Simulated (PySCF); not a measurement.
**Potential energy of LiC along the bond**

Set-up: Li x2c-TZVPPall, C x2c-TZVPPall; spin-free X2C with a Gaussian nucleus (PySCF 2.14). Energies in eV from Li + C in their ground configurations at the same level. State: ⁴Σ⁻ (quartet), unpaired electrons σ ↑, π ↑↑.

```json
{"R (Å)": "1.616", "LDA": "-2.777", "UHF-CCSD": ""}
{"R (Å)": "1.691", "LDA": "-2.983", "UHF-CCSD": "-2.280"}
{"R (Å)": "1.766", "LDA": "-3.098", "UHF-CCSD": "-2.412"}
{"R (Å)": "1.823", "LDA": "-3.138", "UHF-CCSD": "-2.462"}
{"R (Å)": "1.879", "LDA": "-3.148", "UHF-CCSD": "-2.479"}
{"R (Å)": "1.935", "LDA": "-3.134", "UHF-CCSD": "-2.470"}
{"R (Å)": "2.010", "LDA": "-3.085", "UHF-CCSD": "-2.426"}
{"R (Å)": "2.104", "LDA": "-2.991", "UHF-CCSD": "-2.333"}
{"R (Å)": "2.217", "LDA": "-2.847", "UHF-CCSD": "-2.186"}
{"R (Å)": "2.368", "LDA": "-2.628", "UHF-CCSD": ""}
```

**Question.** Put a parabola through the three lowest points of the LDA curve and estimate Re, k and ωe (reduced mass 4.427 u; 1 eV/Å² = 0.16022 mdyn/Å; ωe = 1302.8·√(k/μ) cm⁻¹).

**Answer.** Through R = 1.823, 1.879, 1.935 Å the second-order coefficient is 3.83 eV/Å², so Re ≈ 1.874 Å, k ≈ 1.23 mdyn/Å and ωe ≈ 686 cm⁻¹. A polynomial fit of higher order to the unrounded LDA energies gives Re = 1.872 Å, k = 1.26 mdyn/Å, ωe = 695 cm⁻¹; anharmonicity and rounding make the difference.

The higher-order fit for each curve: LDA: Re = 1.872 Å, ωe = 695 cm⁻¹, De = 3.15 eV; UHF-CCSD: Re = 1.886 Å, ωe = 702 cm⁻¹, De = 2.48 eV.

Correlated steps freeze 1 core orbital. The state is the lowest determinant that a PBE0 search found; another state may lie lower at other levels.
